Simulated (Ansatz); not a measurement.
For 2H WSe2, r²SCAN+rVV10 (Ansatz, an electronic-structure program, plane waves, PAW) gives:

- lattice parameter a = 3.300 Å
- lattice parameter c = 13.151 Å

What does PBE0-D4 in Ansatz (PAW) give for the same quantities?


- lattice constant a: 3.249 Å (decreases by 1.5 %)
- lattice parameter c: 12.780 Å (shrinks by 2.8 %)

For comparison: lattice constant a 3.282 Å (measured, 300 K, no zero-point or thermal correction; as tabulated in arXiv:1605.07067); lattice parameter c 12.96 Å (measured, 300 K, not corrected to a static lattice; as tabulated in arXiv:1605.07067).

Changes are worked out from the printed values.

Unless a cell is named, each level is at its own relaxed cell (r²SCAN+rVV10 20.67, PBE0-D4 19.47 Å³/atom).

Levels without +SOC leave out spin–orbit coupling, which shifts energies and cells of such heavy elements.

The crystal itself was run without spin with r²SCAN+rVV10; a magnetic state was not tried in these runs.

Ansatz's density-functional and Hartree–Fock values are scalar-relativistic unless marked +SOC, with PAW data made under PBE.
